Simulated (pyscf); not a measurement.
A first-order saddle from PySCF, ωB97X-D3(BJ)/def2-SVP:

```xyz
9

Mo    -0.6335    -0.1909     0.1276
O      0.5834     0.7912     1.3818
O      0.5288    -0.8314    -0.8711
O     -1.5131     0.8542    -0.8126
O     -1.6407    -1.6720     0.6372
H      1.4252     1.2205     1.1806
H     -2.5013    -1.5361     1.0592
Cl    -1.8136     0.9204     2.4278
H     -0.3687     1.1361     2.1489
```

Surface: singlet, charge 0. Lowest wavenumbers (cm⁻¹): 732i, 96, 145, 173, 195.

Which two sides does it connect, and which bonds change?

O=Mo(=O)(OH)–OH + hydrogen chloride (HCl) ⇌ O=Mo(=O)(OH)–Cl + water (H₂O), a four-centre exchange read from left to right: Mo–O, Cl–H broken and Cl–Mo, H–O formed. At ωB97M-D3(BJ)/def2-TZVP it lies +4.9 kcal/mol from the left side and +11.2 kcal/mol from the right (each side as separated species at their lowest minima found). On the reactant side the descent ends in a complex, 5.9 kcal/mol under the separated species and 7.7 kcal/mol under the saddle at ωB97X-D3(BJ)/def2-TZVP. On the product side the descent ends in an adduct with a Mo–O contact, 9.7 kcal/mol under the separated species and 20.6 kcal/mol under the saddle at ωB97X-D3(BJ)/def2-TZVP. What is counted as broken (Mo–O) persists as a longer contact in the product adduct; parting that adduct is a step of its own. At ωB97X-D3(BJ) the barrier from the zero used here is 1.8 kcal/mol. One saddle was located; it need not be the lowest between these sides. Elements past Kr carry the def2 core potentials, without spin-orbit coupling.
